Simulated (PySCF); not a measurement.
```xyz
4
charge 1 multiplicity 4, angstrom
P     1.1948    1.1948    0.0000
P    -0.9199    0.9199    0.0000
P    -1.1948   -1.1948    0.0000
P     0.9199   -0.9199    0.0000
```

All numbers come from UPBE0 in PySCF with P def2-TZVP; no relativity; density-fitted integrals.

This geometry of P₄⁺ is a stationary point at this level.

Task: What is the point group?

Result: D2h.

Task: Is it a minimum?

Result: Yes: all harmonic wavenumbers are real.

Task: Which band is strongest in the infrared?

Result: 429 cm⁻¹ (b1u), 8 km/mol.

Task: Give the atomic charges and bond orders.

Result: 
| atom | Mulliken | Löwdin | polar tensor | spin (Mulliken) | Mayer order to P1 |
| --- | --- | --- | --- | --- | --- |
| P1 | 0.25 | 0.25 | 0.29 | 0.73 | – |
| P2,4 | 0.25 | 0.25 | 0.21 | 0.77 | 1.22 |
| P3 | 0.25 | 0.25 | 0.29 | 0.73 | 0.35 |
Other Mayer orders above 0.3: P–P 0.64, P–P 1.22 (×2).

This need not be the most stable arrangement of these atoms. At this level a doublet minimum of D2d symmetry lies 190 kJ/mol below this structure.
